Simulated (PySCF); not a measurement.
PySCF input (MN15/def2-TZVPD):

```python
from pyscf import gto, scf, dft

mol = gto.M(
    atom='''
    C    -0.03124793   -0.06375843   -1.25786558
    C     0.00426770   -0.02343511   -0.00300284
    H     0.07165628   -0.76285566   -2.05909856
    O     0.01127814    0.16075211    1.20303864
    ''',
    basis='def2-tzvpd',
    charge=-1,
    spin=0,
    verbose=4,
)

mf = dft.RKS(mol, xc='mn15').density_fit(auxbasis='def2-universal-jkfit')
mf.grids.level = 4
mf.conv_tol = 1e-9
mf.max_cycle = 100
mf.max_memory = 1500
mf.kernel()
if not mf.converged:
    mf = mf.newton()
    mf.kernel(mf.make_rdm1())
mf.analyze()
```

End of the output:

```
Extra cycle  E= -151.898067239509  delta_E= -1.24e-11  |g|= 4.84e-06  |ddm|= 0.000424
converged SCF energy = -151.898067239509
**** SCF Summaries ****
Total Energy =                        -151.898067239509260
Nuclear Repulsion Energy =              51.936976642282950
One-electron Energy =                 -314.468739171678067
Two-electron Energy =                  110.633695289885850
Two-electron Coulomb Energy =          130.401980081767988
DFT Exchange-Correlation Energy =      -19.768284791882134
HOMO-LUMO gap [eV] =                     6.127749451853035
**** MO energy ****
MO #1   energy= -18.581472767609   occ= 2
MO #2   energy= -9.87604106992455  occ= 2
MO #3   energy= -9.77558811946615  occ= 2
MO #4   energy= -0.844119892295986 occ= 2
MO #5   energy= -0.533154485329707 occ= 2
MO #6   energy= -0.31602992918166  occ= 2
MO #7   energy= -0.269116561139835 occ= 2
MO #8   energy= -0.216503767534172 occ= 2
MO #9   energy= -0.212668992739272 occ= 2
MO #10  energy= -0.0325225543067155 occ= 2
MO #11  energy= -0.0241891800493841 occ= 2
MO #12  energy= 0.201001460638643  occ= 0
MO #13  energy= 0.22469014258245   occ= 0
MO #14  energy= 0.254009607532481  occ= 0
MO #15  energy= 0.259892335633326  occ= 0
MO #16  energy= 0.267653736491594  occ= 0
MO #17  energy= 0.286067279580477  occ= 0
MO #18  energy= 0.318008935200112  occ= 0
MO #19  energy= 0.359339383075556  occ= 0
MO #20  energy= 0.371548488120388  occ= 0
MO #21  energy= 0.390826193480056  occ= 0
MO #22  energy= 0.394179915938556  occ= 0
MO #23  energy= 0.402246511002406  occ= 0
MO #24  energy= 0.427774306667086  occ= 0
MO #25  energy= 0.454779284215791  occ= 0
MO #26  energy= 0.461544140783935  occ= 0
MO #27  energy= 0.503921509172132  occ= 0
MO #28  energy= 0.506480188632029  occ= 0
MO #29  energy= 0.510557262240898  occ= 0
MO #30  energy= 0.531008492563944  occ= 0
MO #31  energy= 0.539593595000628  occ= 0
MO #32  energy= 0.561614499101679  occ= 0
MO #33  energy= 0.563573044423054  occ= 0
MO #34  energy= 0.611638591666635  occ= 0
MO #35  energy= 0.612909611324594  occ= 0
MO #36  energy= 0.643347689169328  occ= 0
MO #37  energy= 0.69874374313196   occ= 0
MO #38  energy= 0.71702663551478   occ= 0
MO #39  energy= 0.76008361454635   occ= 0
MO #40  energy= 0.765778764316376  occ= 0
MO #41  energy= 0.778741296780592  occ= 0
MO #42  energy= 0.783493229628681  occ= 0
MO #43  energy= 0.827263160010189  occ= 0
MO #44  energy= 0.843387973786014  occ= 0
MO #45  energy= 0.880228815325122  occ= 0
MO #46  energy= 0.91433253566403   occ= 0
MO #47  energy= 0.954143619893784  occ= 0
MO #48  energy= 0.976036583561143  occ= 0
MO #49  energy= 1.03635739369389   occ= 0
MO #50  energy= 1.05523249700814   occ= 0
MO #51  energy= 1.10510556606463   occ= 0
MO #52  energy= 1.15224962295135   occ= 0
MO #53  energy= 1.16520987631266   occ= 0
MO #54  energy= 1.17381679554312   occ= 0
MO #55  energy= 1.25164869123542   occ= 0
MO #56  energy= 1.25876780117566   occ= 0
MO #57  energy= 1.26136303453436   occ= 0
MO #58  energy= 1.38028743336386   occ= 0
MO #59  energy= 1.41302227971794   occ= 0
MO #60  energy= 1.55430038146118   occ= 0
MO #61  energy= 1.58807527292311   occ= 0
MO #62  energy= 1.6752960796819    occ= 0
MO #63  energy= 1.75856627903093   occ= 0
MO #64  energy= 1.81020035046913   occ= 0
MO #65  energy= 1.87211741013058   occ= 0
MO #66  energy= 2.01991414127922   occ= 0
MO #67  energy= 2.02772013455989   occ= 0
MO #68  energy= 2.03778439314666   occ= 0
MO #69  energy= 2.06309084693643   occ= 0
MO #70  energy= 2.13977982081574   occ= 0
MO #71  energy= 2.16838060410943   occ= 0
MO #72  energy= 2.25169411586522   occ= 0
MO #73  energy= 2.25488211588869   occ= 0
MO #74  energy= 2.31404487518227   occ= 0
MO #75  energy= 2.48211946959132   occ= 0
MO #76  energy= 2.52857647161514   occ= 0
MO #77  energy= 2.58260071766007   occ= 0
MO #78  energy= 2.68393432931978   occ= 0
MO #79  energy= 2.73490010011736   occ= 0
MO #80  energy= 2.77443472181256   occ= 0
MO #81  energy= 2.87732800367591   occ= 0
MO #82  energy= 2.89459730629548   occ= 0
MO #83  energy= 2.94147172801713   occ= 0
MO #84  energy= 2.99873396786181   occ= 0
MO #85  energy= 3.01019574228818   occ= 0
MO #86  energy= 3.13567905834416   occ= 0
MO #87  energy= 3.14658252051082   occ= 0
MO #88  energy= 3.18654325592619   occ= 0
MO #89  energy= 3.18699276866944   occ= 0
MO #90  energy= 3.27593289644735   occ= 0
MO #91  energy= 3.2810967276436    occ= 0
MO #92  energy= 3.32594592887517   occ= 0
MO #93  energy= 3.34974278731579   occ= 0
MO #94  energy= 3.37589074195429   occ= 0
MO #95  energy= 3.37726624936055   occ= 0
MO #96  energy= 3.416720249856     occ= 0
MO #97  energy= 3.55863505268205   occ= 0
MO #98  energy= 3.81568567610359   occ= 0
MO #99  energy= 3.82761593924537   occ= 0
MO #100 energy= 3.90719895251723   occ= 0
MO #101 energy= 3.97762738201608   occ= 0
MO #102 energy= 4.05802336345364   occ= 0
MO #103 energy= 4.30253146877959   occ= 0
MO #104 energy= 4.69848545648857   occ= 0
MO #105 energy= 4.73048865243426   occ= 0
MO #106 energy= 4.86562431672667   occ= 0
MO #107 energy= 4.88664993029101   occ= 0
MO #108 energy= 5.26758921654226   occ= 0
MO #109 energy= 5.30459493654275   occ= 0
MO #110 energy= 5.30497875121207   occ= 0
MO #111 energy= 5.68392607166419   occ= 0
MO #112 energy= 5.70964223777255   occ= 0
MO #113 energy= 6.51492830236266   occ= 0
MO #114 energy= 6.53249829056536   occ= 0
MO #115 energy= 6.56435664743428   occ= 0
MO #116 energy= 6.56703078234562   occ= 0
MO #117 energy= 6.63796004948566   occ= 0
MO #118 energy= 6.99443251853699   occ= 0
MO #119 energy= 7.00630543447685   occ= 0
MO #120 energy= 7.2988052325991    occ= 0
MO #121 energy= 21.8969361431872   occ= 0
MO #122 energy= 22.9083173741672   occ= 0
MO #123 energy= 42.6233139633175   occ= 0
 ** Mulliken pop on meta-lowdin orthogonal AOs  **
 ** Mulliken pop  **
pop of  0 C 1s            1.99975
pop of  0 C 2s            1.04603
pop of  0 C 3s            0.00609
pop of  0 C 4s            0.00236
pop of  0 C 5s            0.00095
pop of  0 C 6s            0.00018
pop of  0 C 2px           1.25246
pop of  0 C 2py           1.25980
pop of  0 C 2pz           1.09117
pop of  0 C 3px           0.00828
pop of  0 C 3py           0.00871
pop of  0 C 3pz           0.00573
pop of  0 C 4px           0.00180
pop of  0 C 4py           0.00170
pop of  0 C 4pz           0.00480
pop of  0 C 3dxy          0.00063
pop of  0 C 3dyz          0.00115
pop of  0 C 3dz^2         0.00315
pop of  0 C 3dxz          0.00075
pop of  0 C 3dx2-y2       0.00100
pop of  0 C 4dxy          0.00009
pop of  0 C 4dyz          0.00148
pop of  0 C 4dz^2         0.00035
pop of  0 C 4dxz          0.00111
pop of  0 C 4dx2-y2       0.00014
pop of  0 C 5dxy          0.00001
pop of  0 C 5dyz          0.00233
pop of  0 C 5dz^2         0.00132
pop of  0 C 5dxz          0.00174
pop of  0 C 5dx2-y2       0.00003
pop of  0 C 4f-3          0.00004
pop of  0 C 4f-2          0.00011
pop of  0 C 4f-1          0.00090
pop of  0 C 4f+0          0.00096
pop of  0 C 4f+1          0.00053
pop of  0 C 4f+2          0.00023
pop of  0 C 4f+3          0.00003
pop of  1 C 1s            1.99975
pop of  1 C 2s            0.89142
pop of  1 C 3s            0.00987
pop of  1 C 4s            0.00134
pop of  1 C 5s            0.00049
pop of  1 C 6s            0.00014
pop of  1 C 2px           0.96724
pop of  1 C 2py           0.89348
pop of  1 C 2pz           0.96148
pop of  1 C 3px           0.00159
pop of  1 C 3py           0.00210
pop of  1 C 3pz           0.01263
pop of  1 C 4px           0.00128
pop of  1 C 4py           0.00126
pop of  1 C 4pz           0.00142
pop of  1 C 3dxy          0.00020
pop of  1 C 3dyz          0.00642
pop of  1 C 3dz^2         0.00235
pop of  1 C 3dxz          0.00765
pop of  1 C 3dx2-y2       0.00020
pop of  1 C 4dxy          0.00011
pop of  1 C 4dyz          0.00104
pop of  1 C 4dz^2         0.00029
pop of  1 C 4dxz          0.00117
pop of  1 C 4dx2-y2       0.00011
pop of  1 C 5dxy          0.00016
pop of  1 C 5dyz          0.00563
pop of  1 C 5dz^2         0.00158
pop of  1 C 5dxz          0.00642
pop of  1 C 5dx2-y2       0.00016
pop of  1 C 4f-3          0.00000
pop of  1 C 4f-2          0.00004
pop of  1 C 4f-1          0.00100
pop of  1 C 4f+0          0.00313
pop of  1 C 4f+1          0.00086
pop of  1 C 4f+2          0.00004
pop of  1 C 4f+3          0.00000
pop of  2 H 1s            0.89444
pop of  2 H 2s            0.00304
pop of  2 H 3s            0.00254
pop of  2 H 2px           0.00424
pop of  2 H 2py           0.00495
pop of  2 H 2pz           0.00127
pop of  2 H 3px           0.00445
pop of  2 H 3py           0.00453
pop of  2 H 3pz           0.00119
pop of  3 O 1s            1.99983
pop of  3 O 2s            1.66015
pop of  3 O 3s            0.01150
pop of  3 O 4s            0.00098
pop of  3 O 5s            0.00034
pop of  3 O 6s            0.00015
pop of  3 O 2px           1.72384
pop of  3 O 2py           1.66433
pop of  3 O 2pz           1.49292
pop of  3 O 3px           0.00219
pop of  3 O 3py           0.00187
pop of  3 O 3pz           0.00159
pop of  3 O 4px           0.00162
pop of  3 O 4py           0.00125
pop of  3 O 4pz           0.00142
pop of  3 O 5px           0.00149
pop of  3 O 5py           0.00115
pop of  3 O 5pz           0.00057
pop of  3 O 3dxy          0.00006
pop of  3 O 3dyz          0.00247
pop of  3 O 3dz^2         0.00889
pop of  3 O 3dxz          0.00193
pop of  3 O 3dx2-y2       0.00006
pop of  3 O 4dxy          0.00000
pop of  3 O 4dyz          0.00023
pop of  3 O 4dz^2         0.00127
pop of  3 O 4dxz          0.00021
pop of  3 O 4dx2-y2       0.00000
pop of  3 O 5dxy          0.00003
pop of  3 O 5dyz          0.00157
pop of  3 O 5dz^2         0.00036
pop of  3 O 5dxz          0.00198
pop of  3 O 5dx2-y2       0.00002
pop of  3 O 4f-3          0.00000
pop of  3 O 4f-2          0.00001
pop of  3 O 4f-1          0.00025
pop of  3 O 4f+0          0.00065
pop of  3 O 4f+1          0.00020
pop of  3 O 4f+2          0.00001
pop of  3 O 4f+3          0.00000
 ** Mulliken atomic charges  **
charge of    0C =     -0.70789
charge of    1C =      0.21595
charge of    2H =      0.07935
charge of    3O =     -0.58741

WARN: System has nonzero charge -1; the dipole moment is origin-dependent.
Location of origin: [0. 0. 0.]

Dipole moment(X, Y, Z, Debye):  0.21053, -1.01938,  0.59537
```

It need not be the lowest isomer of its formula. Whether it binds its extra electron was not tested at this geometry.
